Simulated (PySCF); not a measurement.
Species: C4H8NO (doublet state).
Geometry (GFN2-xTB, Å), atoms numbered from 1 in this order:
```xyz
14
C4H8NO angstrom
C     -1.5863    0.0279    0.6497
C     -0.7031    1.2214    0.4757
O     -0.0230    1.4375   -0.7081
C      0.7054    0.3574   -1.2235
C      1.7057   -0.1898   -0.2228
N      1.7182    0.0174    1.0061
H     -1.0263   -0.9077    0.6119
H     -2.0767    0.0922    1.6168
H     -2.3632   -0.0160   -0.1242
H     -1.0450    2.1680    0.8663
H      1.2297    0.7376   -2.1045
H      0.0492   -0.4688   -1.5403
H      2.4719   -0.8326   -0.6486
H      0.9429    0.6353    1.3235
```

The hyperfine couplings belong to this conformer and change with its torsions.

As a line formula: `[H]/N=C\CO[CH]C` [radical].

Computed, not measured: UKS B3LYP, pcH-1 on C H N O, non-relativistic, mean-field spin-orbit, GIAO (PySCF 2.14.0). Isolated species at its GFN2-xTB geometry (one conformer only). A GFN2-xTB geometry isn't a minimum of the functional, and hyperfine couplings can be far from their values at a DFT geometry. Stability of the SCF solution: not tested.

(1) Match the computed a_iso(13C) values +179.6, -8.4, -4.4 MHz with the sites C1; C2; C4.

(2) The isotropic 1H couplings, averaged over equivalent nuclei, are +53.7, +32.9, -31.7, -29.4, +4.3 MHz. Assign them to H7/H8/H9; H10; H11/H12; H13; H14.

## Answers

(1) 
```tsv
site	a_iso (MHz)	ρ(0) (bohr⁻³)	position	distance from C2 (Å)	spin population	largest |T| (MHz)
C1	-8.4	-0.0075	1 bond from C2	1.49	-0.05	5.5
C2	+179.6	+0.1598	largest spin population	0.00	+0.81	141.9
C4	-4.4	-0.0039	2 bonds from C2	2.37	0.00	3.9
```

(2) 
| site | a_iso (MHz) | ρ(0) (bohr⁻³) | position | distance from C2 (Å) | bound to | spin population there | largest \|T\| (MHz) |
| --- | --- | --- | --- | --- | --- | --- | --- |
| H7/H8/H9 | +53.7 | +0.0120 | β, 2 bonds from C2 | 2.14 | C1 | -0.05 | 8.6 |
| H10 | -31.7 | -0.0071 | α, 1 bond from C2 | 1.08 | C2 | +0.81 | 34.9 |
| H11/H12 | +4.3 | +0.0010 | γ, 3 bonds from C2 | 3.00 | C4 | 0.00 | 5.5 |
| H13 | +32.9 | +0.0074 | 4 bonds from C2 | 3.95 | C5 | -0.02 | 2.5 |
| H14 | -29.4 | -0.0066 | 5 bonds from C2 | 1.94 | N6 | +0.08 | 37.3 |

ρ(0) is the spin density at the nucleus and T the dipolar tensor; entries for several nuclei are means. The largest Mulliken spin populations are on C2 (+0.81), O3 (+0.11) and N6 (+0.08). C2 is the only atom above +0.15. The angles at C2 add up to 348.3°, so it is slightly pyramidal.

Examples of negative spin density at the nucleus (bohr⁻³): C1 (-0.0075), H10 (-0.0071) and H14 (-0.0066).

Class means assume fast exchange of nuclei equivalent by connectivity; if that motion is slow, each nucleus keeps its own coupling. The three 1H nuclei of mean +53.7 MHz run from 3.5 to 111.9 MHz in the frozen geometry. The 1H value of +4.3 MHz is a mean of couplings from -2.6 to 11.1 MHz in this one geometry, not an average over conformers.
